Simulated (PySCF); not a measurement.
Unknown compound

Molecular formula: C4H10. Simulated spectra:

$^{1}$H NMR (500 MHz, computed): δ 1.61 (decet, J = 6.8 Hz, 1H), 0.96 (d, J = 6.8 Hz, 9H).

$^{13}$C{$^{1}$H} NMR (computed): δ 27.6 (CH), 26.6 (CH3).

PySCF 2.14 calculation with NMR shieldings at PBE0/pcSseg-1/GIAO, spin–spin couplings from B3LYP/pcJ-1 (without the spin–dipole term) and geometry from GFN2-xTB; one averaged value for each set of equivalent atoms, in vacuum, one computed conformer, non-relativistic Hamiltonian.

Scale: $^{1}$H (σ = 31.72 ppm) and $^{13}$C (σ = 186.93 ppm) against TMS (reference shieldings calculated alike).

What is the structure?

Answers


Rings plus π bonds: 0. 2 carbon signals for 4 carbons: some carbons are equivalent by symmetry or fast rotation. Carbon types of the structure: 1 × CH, 3 × CH3, which accounts for all hydrogens. δC 27.6: sp3 CH; a saturated carbon with 3 carbon neighbours and no heteroatom attached. δC 26.6: methyl carbon; saturated and bonded to C and H only. δH 1.61: hydrogen on an sp3 CH; far from electronegative atoms and π systems. δH 0.96: hydrogen on a methyl carbon; far from electronegative atoms and π systems. The protons at 0.96 and 1.61 share a coupling of 6.8 Hz (vicinal).

These data were computed for `CC(C)C`.

Multiplet labels drop couplings under 1 Hz and merge nearly equal ones. Unscaled 3J(H,H) at this level run about 10 % above measured values. Shifts are as computed. Against solution values, carbons near 30 ppm lie about +3 ppm off and those near 130 ppm about +5 ppm. Of 1211 compounds with measured shifts, 218 miss one by over three times the rms of a fit or turn the order of signals round; such compounds aren't used in these exercises.
